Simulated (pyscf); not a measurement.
A first-order saddle from PySCF, ωB97X-D3(BJ)/def2-SVP:

```
O
H 1 1.3098
O 2 1.1110 1 130.33
H 3 0.9659 2 121.99 1 131.21
Si 1 1.6379 2 140.52 3 -146.10
F 5 1.6296 1 109.65 2 34.62
H 5 1.4835 6 106.69 1 119.99
H 5 1.4848 7 112.48 6 -117.45
Si 3 1.8626 4 119.28 2 103.34
H 9 1.4826 3 114.39 4 150.00
H 9 1.4925 10 117.93 1 -88.07
H 9 1.5149 10 102.86 1 163.13
```
Charge 0, spin multiplicity 1.

Surface: singlet, charge 0. Lowest wavenumbers (cm⁻¹): 739i, 38, 43, 126, 214.

Task: Name the species on either side of this saddle.

Result: HO–SiH₂–F + silanol (HO–SiH₃) ⇌ F–SiH₂–O–SiH₃ + water (H₂O), a four-centre exchange read from left to right: H–O, O–Si broken and O–Si, H–O formed. At ωB97M-D3(BJ)/def2-TZVP it lies +21.8 kcal/mol from the left side and +25.1 kcal/mol from the right (each side as separated species at their lowest minima found). On the reactant side the descent ends in a complex (not fully relaxed), 6.7 kcal/mol under the separated species and 27.8 kcal/mol under the saddle at ωB97X-D3(BJ)/def2-TZVP. This is the saddle that the search found; another between the same sides may lie lower.
